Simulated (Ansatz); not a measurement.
# CPSi: the cost of one run

Program: Ansatz 0.2.0, Gaussian basis. Level of theory: def2-QZVPP, all electrons in the functionals, frozen cores in the correlation of double hybrids and RPA. These are calculated values, not measurements.

Plan: B2PLYP, at charge 0, doublet; charge 0, quartet; charge 1, singlet; charge 1, triplet.

2 further runs of the same task are left out: 2 set aside as unsound or not needed.

## Step 1: The geometry

The geometry is a PBE0/def2-TZVP stationary point (not a proven minimum).

3 atoms, charge 0, spin multiplicity 2.

Atoms are counted from 1 here; the program's logs count them from 0.

Bond lengths: P1–C2 1.580 Å, C2–Si3 1.754 Å. Angles: P1–C2–Si3 180.0°.

No dispersion term is added.

The geometry shown and the zero of energy belong to the point charge 0, doublet. The yardstick, UCCSD(T), and other wave-function levels (R restricted, U unrestricted, valence and pair active spaces) come from earlier runs.

## Step 2: B2PLYP, charge 0, doublet

Input file in.yaml:

```yaml
crystal:
  periodic: [false, false, false]
  atoms:
    - {symbol: P, position_ang: [0.000000, 0.000000, -1.637933]}
    - {symbol: C, position_ang: [0.000000, 0.000000, -0.058233]}
    - {symbol: Si, position_ang: [0.000000, 0.000000, 1.696167]}
basis:
  gaussian: {orbitals: "def2-QZVPP.json"}
magnetization: {spin_polarized: true, initial_magnetization: 1}
hamiltonian: {xc: {name: B2PLYP}}
correlation: {electrons: outside_noble_gas}
```

Command:

```console
$ ansatz run in.yaml --threads 1 --pin off --events-out ev --progress --plain --max-ram 2393MiB
```

Q: Estimate wall time and peak memory on 1 thread of Arm Neoverse V1, shared host.

About 26 s, with a peak of 0.47 GiB.
